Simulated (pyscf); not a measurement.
**Routes from HO–InH–Cl**

Candidate steps break at most two bonds and form at most two. Each was searched with GFN2-xTB (tblite) first. PySCF, gas phase, ωB97X-D3(BJ)/def2-SVP geometries. Correlated levels are frozen-core, on RHF or UHF. ΔMP2 is the change of the MP2 total energy from the triple- to the quadruple-zeta basis. Energies: CCSD(T)/def2-TZVPP + ΔMP2(QZVPP), eV, from the reactant's lowest minimum found, singlet surface; ΔG‡ with ideal gas, 1 atm, RRHO with modes under 100 cm⁻¹ raised to 100, one conformer, R ln 2 for chiral ones without a mode under 150 cm⁻¹.

| products | type | ΔE‡ | ΔE | ΔG‡ 298 K | ΔG‡ 900 K | ν‡ (cm⁻¹) |
|---|---|---|---|---|---|---|
| HO–In [singlet] + HCl | 1,1-elimination | 1.89 | +0.54 | 1.82 | 1.81 | 1173i |
| Cl–In [singlet] + H₂O | 1,1-elimination | 1.90 | -0.55 | 1.81 | 1.80 | 1323i |

Row 1: On the reactant side the descent ends in a point that may be a rotor saddle (no frequency run), 0.08 eV over the lowest minimum found and 2.04 eV under the saddle at ωB97X-D3(BJ)/def2-TZVP. Row 2: On the product side the descent ends in a bound adduct, 0.51 eV under the separated species and 2.92 eV under the saddle at ωB97X-D3(BJ)/def2-TZVP. 

Plain bond fissions and candidates not yet searched are not listed, and one of them may be faster. Each barrier is that of the saddle found; lower ones may exist. The CCSD(T) − MP2 part came from Ansatz, without density fitting, on the same reference. The frozen core leaves the outer d or s,p core shells of the metals and heavy elements correlated in the MP2 and CC values, and def2-TZVPP describes them poorly, which can shift differences by a few kcal/mol. Elements past Kr carry the def2 core potentials, without spin-orbit coupling.
